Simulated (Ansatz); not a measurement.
A made-up structure of C2H7S (charge +1), closed shell:

```
10
angstrom
C -0.8546 0.5097 -0.7487
C 1.0322 0.2722 1.2161
S -0.1916 -0.5371 0.1194
H -1.6234 0.0102 -1.3413
H -0.1517 0.9728 -1.4432
H -1.3431 1.2859 -0.1577
H 0.4586 -1.5016 -0.5852
H -1.0578 -1.1158 0.9937
H 1.5671 -0.5697 1.5749
H 1.7718 0.5291 0.5015
```

It is relaxed with PBE-D4/def2-SVP and then PBE0-D4/def2-TZVP (Ansatz 0.2.0). Atoms count as bonded within 1.22 times the sum of their covalent radii (H–H: 0.88 Å). The end point is not checked to be a true minimum.

**Question.** Does its bonding change? (Judge from chemistry; the calculation decides.)

**Answer.** By the calculation: No: no bond forms or breaks.

Where it ends: The first stage lowers the energy by 2.71 eV in 10 steps. It ends as C₂H₇S ([CH2][SH2][CH3]), total charge +1:
```
10
angstrom
C -0.8963 0.5625 -0.8188
C 1.1351 0.1000 1.0817
S 0.0019 -0.5864 0.1825
H -1.6641 0.0111 -1.3645
H -0.1702 0.9931 -1.5123
H -1.3083 1.3250 -0.1595
H 0.0870 -1.6182 -0.7655
H -0.8654 -1.2271 0.9988
H 1.4853 -0.4792 1.9274
H 1.8026 0.7752 0.5598
```

Labels in which every atom is bracketed show which atoms are joined, not bond orders.

For scale, one of the runs: PBE0-D4/def2-TZVP relaxation, 141 basis functions, launched by `ansatz run in.yaml --threads 2 --pin off --events-out ev --progress --plain --max-ram 4352MiB`. Hardware: 2 CPU threads of an Intel Xeon Platinum 8259CL, shared host. Wall time about 38 s.
